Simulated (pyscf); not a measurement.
**Insertion: HO–Ga [singlet] + water (H₂O) -> HO–GaH–OH**

Gas phase, singlet surface, charge 0. Bonds broken: O4–H5. Bonds formed: Ga1–O4, Ga1–H5. Structures and frequencies: ωB97X-D3(BJ)/def2-SVP in PySCF. Correlated levels are frozen-core, on RHF or UHF. ΔMP2 is the change of the MP2 total energy from the triple- to the quadruple-zeta basis.

Transition state (Å):

```xyz
6

Ga     0.2444     0.3079    -0.6540
O      1.5833     1.1647     0.1513
H      2.3131     1.4456    -0.4124
O     -1.1575    -0.2151     0.5830
H     -1.0134    -0.7237    -0.7757
H     -1.0700    -0.7391     1.3968
```

One imaginary mode, 1458i cm⁻¹; descent along it reached the two sides named, in the forms told below.

| bond | change | reactant side (Å) | saddle | product side |
|---|---|---|---|---|
| O4–H5 | breaks | 0.966 | 1.458 | 2.9 |
| Ga1–O4 | forms | 2.421 | 1.941 | 1.777 |
| Ga1–H5 | forms | 3.0 | 1.631 | 1.548 |

Electronic energies relative to the separated reactants (kcal/mol):

| level | barrier | reaction energy | reverse barrier |
|---|---|---|---|
| ωB97X-D3(BJ)/def2-TZVP | 40.7 | -20.0 | 60.6 |
| PBE/def2-TZVP | 32.5 | -14.1 | 46.6 |
| r²SCAN/def2-TZVP | 32.3 | -20.4 | 52.6 |
| B3LYP-D3(BJ)/def2-TZVP | 40.5 | -12.9 | 53.4 |
| PBE0-D3(BJ)/def2-TZVP | 37.6 | -17.1 | 54.7 |
| M06-2X/def2-TZVP | 39.9 | -19.4 | 59.3 |
| ωB97M-D3(BJ)/def2-TZVP | 43.0 | -14.4 | 57.4 |
| HF/def2-TZVP | 60.3 | -16.1 | 76.4 |
| MP2/def2-QZVPP | 39.0 | -19.6 | 58.6 |
| CCSD/def2-TZVPP | 44.7 | -18.4 | 63.1 |
| CCSD(T)/def2-TZVPP | 40.6 | -19.0 | 59.5 |
| CCSD(T)/def2-TZVPP + ΔMP2(QZVPP) | 41.5 | -16.9 | 58.4 |

With CCSD(T)/def2-TZVPP + ΔMP2(QZVPP) energies and thermal terms (ideal gas, 1 atm, RRHO with modes under 100 cm⁻¹ raised to 100, one conformer, R ln 2 for chiral ones without a mode under 150 cm⁻¹), in kcal/mol:

| T (K) | ΔH‡ | ΔG‡ | ΔH | ΔG |
|---|---|---|---|---|
| 298 | 38.9 | 48.4 | -17.5 | -7.3 |
| 600 | 39.3 | 57.8 | -16.9 | +2.9 |
| 900 | 40.1 | 66.9 | -15.7 | +12.6 |
| 1200 | 41.1 | 75.7 | -14.3 | +21.8 |

On the reactant side the descent ends in a bound adduct, 11.1 kcal/mol under the separated species and 51.8 kcal/mol under the saddle at ωB97X-D3(BJ)/def2-TZVP. One saddle was located; it need not be the lowest between these sides. The CCSD(T) − MP2 part came from Ansatz, without density fitting, on the same reference. The frozen core leaves the outer d or s,p core shells of the metals and heavy elements correlated in the MP2 and CC values, and def2-TZVPP describes them poorly, which can shift differences by a few kcal/mol. Elements up to Kr have no core potential and no relativistic terms here.
